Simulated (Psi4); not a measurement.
C2H5O2, charge +1, singlet, at the geometry of the source list; R2SCAN/6-31G* (Psi4 1.11).

Input for Psi4:
```
memory 2 GB

molecule {
1 1
C    -0.07943100    0.61048000   -0.06917100
O     0.08695300    1.81600400   -0.06917100
O    -1.31588000    0.04088400   -0.06917100
H    -1.94707700    0.78950200   -0.06917100
C     0.99434500   -0.43682800   -0.06917100
H     1.96875800    0.04778500   -0.06917100
H     0.88923000   -1.07243300    0.81257600
H     0.88923000   -1.07243300   -0.95091800
H    -1.48613000   -0.72296300    0.55336600
}

set {
  basis 6-31g*
}

energy('r2scan')
print_variables()
```

Output, abridged:

```
   => Loading Basis Set <=

    Name: 6-31G*
    Role: ORBITAL
    Keyword: BASIS

         ---------------------------------------------------------
                                   SCF
               by Justin Turney, Rob Parrish, Andy Simmonett
                          and Daniel G. A. Smith
                              RKS Reference
         ---------------------------------------------------------

  ==> Geometry <==

    Molecular point group: c1
    Full point group: C1

    Geometry (in Angstrom), charge = 1, multiplicity = 1:

       Center              X                  Y                   Z               Mass
    ------------   -----------------  -----------------  -----------------  -----------------
         C            0.057571941877     0.123200506951    -0.010280503382    12.000000000000
         O            0.223955941877     1.328724506951    -0.010280503382    15.994914619570
         O           -1.178877058123    -0.446395493049    -0.010280503382    15.994914619570
         H           -1.810074058123     0.302222506951    -0.010280503382     1.007825032230
         C            1.131347941877    -0.924107493049    -0.010280503382    12.000000000000
         H            2.105760941877    -0.439494493049    -0.010280503382     1.007825032230
         H            1.026232941877    -1.559712493049     0.871466496618     1.007825032230
         H            1.026232941877    -1.559712493049    -0.892027503382     1.007825032230
         H           -1.349127058123    -1.210242493049     0.612256496618     1.007825032230

  Running in c1 symmetry.

  Rotational constants: A =      0.34542  B =      0.31362  C =      0.17078 [cm^-1]
  Rotational constants: A =  10355.35958  B =   9402.16384  C =   5119.84987 [MHz]
  Nuclear repulsion =  129.972261536634960

  Charge       = 1
  Multiplicity = 1
  Electrons    = 32
  Nalpha       = 16
  Nbeta        = 16

  ==> Algorithm <==

  SCF Algorithm Type is DF.
  DIIS enabled.
  MOM disabled.
  Fractional occupation disabled.
  Guess Type is SAD.
  Energy threshold   = 1.00e-06
  Density threshold  = 1.00e-06
  Integral threshold = 1.00e-12

  ==> Primary Basis <==

  Basis Set: 6-31G*
    Blend: 6-31G*
    Number of shells: 34
    Number of basis functions: 70
    Number of Cartesian functions: 70
    Spherical Harmonics?: false
    Max angular momentum: 2

  ==> DFT Potential <==

   => LibXC <=

    Version 7.1.2
    S. Lehtola, C. Steigemann, M. J. T. Oliveira, and M. A. L. Marques,  SoftwareX 7, 1–5 (2018) (10.1016/j.softx.2017.11.002)

   => Composite Functional: R2SCAN <=

    r2SCAN Meta-GGA XC Functional  (0.1021/acs.jpclett.0c02405)
    J. W. Furness, A. D. Kaplan, J. Ning, J. P. Perdew, J. Sun  J. Phys. Chem. Lett.  11, 8208–8215, 2020

    Deriv               =              1
    GGA                 =           TRUE
    Meta                =           TRUE

    Exchange Hybrid     =          FALSE
    MP2 Hybrid          =          FALSE

   => Exchange Functionals <=

    1.0000   XC_MGGA_X_R2SCAN

   => Correlation Functionals <=

    1.0000   XC_MGGA_C_R2SCAN

   => LibXC Density Thresholds  <==

    XC_MGGA_C_R2SCAN:  1.00E-15
    XC_MGGA_X_R2SCAN:  1.00E-11

   => Molecular Quadrature <=

    Radial Scheme          =       TREUTLER
    Pruning Scheme         =           NONE
    Nuclear Scheme         =       TREUTLER

    Blocking Scheme        =         OCTREE
    BS radius alpha        =              1
    Pruning alpha          =              1
    Radial Points          =             75
    Spherical Points       =            302
    Total Points           =         192585
    Total Blocks           =           1469
    Max Points             =            256
    Max Functions          =             70
    Weights Tolerance      =       1.00E-15

   => Loading Basis Set <=

    Name: (6-31G* AUX)
    Role: JKFIT
    Keyword: DF_BASIS_SCF

  ==> Integral Setup <==

  SCF_SUBTYPE=INCORE selected. In-core MEM_DF algorithm will be used.
  Using in-core AOs.

  ==> MemDFJK: Density-Fitted J/K Matrices <==

    J tasked:                   Yes
    K tasked:                    No
    wK tasked:                   No
    Algorithm:                 Core
    Schwarz Cutoff:           1E-12
    Mask sparsity (%):       0.1224
    Fitting Condition:        1E-10

   => Auxiliary Basis Set <=

  Basis Set: (6-31G* AUX)
    Blend: CC-PVDZ-JKFIT
    Number of shells: 141
    Number of basis functions: 449
    Number of Cartesian functions: 449
    Spherical Harmonics?: false
    Max angular momentum: 3

  Minimum eigenvalue in the overlap matrix is 4.4779166855E-03.
  Reciprocal condition number of the overlap matrix is 6.6321939265E-04.
    Using symmetric orthogonalization.

  ==> Pre-Iterations <==

  SCF Guess: Superposition of Atomic Densities via on-the-fly atomic UHF (no occupation information).

   -------------------------
    Irrep   Nso     Nmo
   -------------------------
     A         70      70
   -------------------------
    Total      70      70
   -------------------------

  ==> Iterations <==

                           Total Energy        Delta E     RMS |[F,P]|

   @DF-RKS iter SAD:  -229.22181146160219   -2.29222e+02   0.00000e+00
   @DF-RKS iter   1:  -228.96314095596929    2.58671e-01   1.05802e-02 ADIIS/DIIS
   @DF-RKS iter   2:  -228.16688524096890    7.96256e-01   2.14843e-02 ADIIS/DIIS
   @DF-RKS iter   3:  -229.11873281288277   -9.51848e-01   6.26955e-03 ADIIS/DIIS
   @DF-RKS iter   4:  -229.19956944325787   -8.08366e-02   1.47570e-03 ADIIS/DIIS
   @DF-RKS iter   5:  -229.20342549151775   -3.85605e-03   2.83637e-04 ADIIS/DIIS
   @DF-RKS iter   6:  -229.20356104540193   -1.35554e-04   1.23866e-04 ADIIS/DIIS
   @DF-RKS iter   7:  -229.20359146384828   -3.04184e-05   1.55050e-05 DIIS
   @DF-RKS iter   8:  -229.20359192912673   -4.65278e-07   3.53967e-06 DIIS
   @DF-RKS iter   9:  -229.20359195626574   -2.71390e-08   9.79193e-07 DIIS
  Energy and wave function converged.

  ==> Post-Iterations <==

   Electrons on quadrature grid:
      Ntotal   =   31.9999868996 ; deviation = -1.310e-05

    Orbital Energies [Eh]
    ---------------------

    Doubly Occupied:

[...]
      16A     -0.491280

    Virtual:

[...]
    Final Occupation by Irrep:
              A
    DOCC [    16 ]
    NA   [    16 ]
    NB   [    16 ]

  @DF-RKS Final Energy:  -229.20359195626574

   => Energetics <=

    Nuclear Repulsion Energy =            129.9722615366349601
    One-Electron Energy =                -561.0499793204867274
    Two-Electron Energy =                 231.3060502194176422
    DFT Exchange-Correlation Energy =     -29.4319243918316147
    Empirical Dispersion Energy =           0.0000000000000000
    VV10 Nonlocal Energy =                  0.0000000000000000
    Total Energy =                       -229.2035919562657398

Computation Completed

Properties will be evaluated at   0.000000,   0.000000,   0.000000 [a0]

Properties computed using the SCF density matrix

 Multipole Moments:

 ------------------------------------------------------------------------------------
     Multipole            Electronic (a.u.)      Nuclear  (a.u.)        Total (a.u.)
 ------------------------------------------------------------------------------------

 L = 1.  Multiply by 2.5417464519 to convert [e a0] to [Debye]
 Dipole X            :         -2.4955066            0.9319677           -1.5635389
 Dipole Y            :          2.5664092           -4.1833798           -1.6169706
 Dipole Z            :         -0.0250564            0.5353224            0.5102660
 Magnitude           :                                                    2.3064299

 ------------------------------------------------------------------------------------

  Variable Map:
  ----------------------------------------------------------------------------
[...]
  Array Variable Map:
  ----------------------------------------------------------------------------
[...]
[...]
```
